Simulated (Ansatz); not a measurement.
## Worked example: correlation energy of HCSi, doublet

Geometry: a point of a stretch scan, not a stationary point.

```xyz
3

Si    0.0000    0.0000   -1.6876
C     0.0000    0.0000   -0.0052
H     0.0000    0.0000    1.6928
```

Basis cc-pVDZ; Ansatz 0.2.0. Correlated methods freeze the noble-gas cores, which leaves 9 electrons in 31 orbitals. R marks a restricted (for open shells ROHF) determinant.

Full CI isn't at hand for all of this; RCCSDT(Q) serves as the reference, and is uncertain by about the last step of the cluster series.

Runs differ by some tens of microhartree through their thresholds and, for an open shell, their frozen cores, so steps under 0.03 kcal/mol mean nothing.

```tsv
level	total energy (hartree)
RHF	-327.140148
RMP2	-327.343954
RCCSD	-327.376735
RCCSD(T)	-327.389031
RCCSDT	-327.390560
RCCSDT(Q)	-327.391787
```

Task: What is the correlation energy at RCCSDT(Q), and what share of it do RMP2 and RCCSDT recover?

Result: E(corr) = -327.391787 − (-327.140148) = -0.251639 hartree = -6.847 eV. RMP2: -0.203806 / -0.251639 = 80.99 %. RCCSDT: -0.250412 / -0.251639 = 99.51 %.

Task: By how many kcal/mol does RCCSD(T) miss RCCSDT(Q) (1 hartree = 627.509 kcal/mol), and which steps make up the rest?

Result: -327.389031 − (-327.391787) = 0.002756 hartree = 1.73 kcal/mol. Steps: RCCSDT − RCCSD(T) = -0.96, RCCSDT(Q) − RCCSDT = -0.77 kcal/mol. Differences between like states or geometries often cancel part of this.
